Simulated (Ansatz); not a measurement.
hcp Os was calculated with PBEsol (PAW; Ansatz, a quantum-chemistry and plane-wave program).

Settings: plane-wave cutoff 520 eV, 16×16×10 k mesh (along the axes of the cell as run), Fermi–Dirac smearing 0.1 eV, perturbation theory, force constants from a 4×4×2 q mesh, no spin polarisation, scalar-relativistic PAW data made under PBE.

Computed at the level's own relaxed cell.

Harmonic phonon frequencies (cm⁻¹; i marks an imaginary mode):

| q point | frequencies |
|---|---|
| Γ | ___ |
| A | 119 119 119 119 181 181 |

Task: Complete the blanks.

Result: 
- Γ, frequencies: 0 0 0 174 174 222

No imaginary mode appears at these points.
